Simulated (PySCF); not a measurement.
**Removing an electron from `[BH3-]C#[O+]`**

Species: CH₃BO.
Cartesian coordinates in Å at the PBE0-D3(BJ)/def2-TZVP level; atoms count from 1:
```
atom  x, y, z in Å
B1    -0.6585   -0.0543    0.0526
C2     0.8533   -0.0573    0.0946
O3     1.9798   -0.0603    0.1260
H4    -0.9419   -0.9537   -0.7039
H5    -0.9933   -0.2500    1.1976
H6    -0.9473    1.0442   -0.3612
```

Level: wB97X-D/aug-cc-pVTZ (PySCF). Frontier orbitals with their largest atomic shares (Löwdin; up to four atoms above 4 %):

```
orbital  ε (eV)                          main atoms
 HOMO−3  -16.48            O3 61 %, C2 33 %, B1 4 %
 HOMO−2  -13.25  B1 37 %, C2 15 %, H6 15 %, H5 15 %
 HOMO−1  -11.49                                   ?
   HOMO  -11.48                                   ?
   LUMO    0.43   C2 42 %, O3 29 %, B1 18 %, H4 6 %
 LUMO+1    0.43   C2 42 %, O3 29 %, B1 18 %, H6 6 %
 LUMO+2    0.90   H6 28 %, H5 28 %, H4 28 %, B1 9 %
```

Q: What vertical ionisation energy does ΔSCF give, and how far is −ε(HOMO) from it?

A: ΔSCF: 12.23 eV (1180 kJ/mol; threshold wavelength 101.3 nm); ⟨S²⟩ of the doublet left behind is 0.758, against 0.75 for a pure doublet. −ε(HOMO) is 11.48 eV, 0.75 eV below it. In exact Kohn–Sham theory the two would be equal; wB97X-D (range-separated hybrid) falls short of its own ΔSCF value by 6 %.

Q: On which atoms does the HOMO lie?

A: HOMO: B1 39 %, H6 23 %, H5 12 %, C2 11 %; HOMO−1: B1 39 %, H4 21 %, H5 16 %, C2 11 %. These 2 orbitals lie within 0.02 eV of one another. The HOMO−2 lies 1.77 eV lower.

Q: What total energies stand behind the ΔSCF value?

A: E(N) = -139.97232 Eh and E(N − 1) = -139.52271 Eh at the same geometry, 0.44961 Eh apart.

Q: With α = 33.7 au, estimate the like-pair dispersion coefficient by London's formula C6 = (3/4)α²I.

A: I = 0.4496 Eh, so C6 ≈ 384 au, a rough estimate.

Geometry: PBE0-D3(BJ)/def2-TZVP; no solvent, vibrations or thermal averaging.

The pairwise dispersion term of wB97X-D wasn't added to the energies; at a given geometry it leaves orbitals and properties as they are.
